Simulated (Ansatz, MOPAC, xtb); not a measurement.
Breaking a bond: Si(H)3(Me), SMILES C[SiH3] (CH6Si), singlet. The Si1–C5 bond (Si1 also carries H, H, H; C5 carries H, H, H) is varied alone, starting from the PBE0/def2-TZVP optimised geometry.

Computed with: PM6, restricted, heats of formation (MOPAC); UHF/cc-pVDZ (Ansatz, a quantum-chemistry and plane-wave program); GFN1-xTB (xtb); UKS-PBE0 = Ansatz with unrestricted PBE0/cc-pVDZ; UMP2 = MP2 on UHF/cc-pVDZ, frozen core in Ansatz.

Energies are in kcal/mol, each relative to the lowest point of its own curve near equilibrium.

```tsv
R / Å	PM6	UHF	GFN1-xTB	UKS-PBE0	UMP2
1.54	39.8	47.1	53.4	44.0	46.2
1.66	13.7	16.7	18.0	15.3	16.3
1.74	4.5	6.2	6.6	5.6	6.1
1.82	0.5	1.1	1.2	1.0	1.1
1.87	0.0	0.0	0.0	0.0	0.0
1.93	1.1	0.2	0.1	0.3	0.2
2.02	5.2	3.0	2.6	3.1	2.9
2.10	10.6	7.2	6.4	7.1	6.9
2.25	23.3	17.7	16.1	17.1	17.0
2.49	46.2	37.8	34.8	35.5	35.9
2.71	66.7	54.0	52.4	52.3	61.6
3.04	93.5	65.2	76.5	74.4	82.5
3.43	[?]	69.9	98.1	87.7	91.1
3.96	[?]	71.7	[?]	93.7	94.5
4.57	154.7	[?]	[?]	95.6	95.5
5.45	[?]	72.3	125.9	96.1	95.9
```

Problem. Some entries are withheld; supply them.

Solution. 
- 3.43, PM6: 117.9
- 3.96, PM6: 140.0
- 3.96, GFN1-xTB: 115.4
- 4.57, UHF: 72.2
- 4.57, GFN1-xTB: 123.5
- 5.45, PM6: 165.7

The restricted form behind PM6 keeps the bonding electrons paired and can't separate into open-shell fragments. The unrestricted determinant behind UHF, UMP2 is spin-contaminated at 2.71 to 5.45 Å (<S²> up to 1.0, against 0.00 for a pure singlet). The unrestricted determinant behind UKS-PBE0 is spin-contaminated at 3.04 to 5.45 Å (<S²> up to 1.0, against 0.00 for a pure singlet).
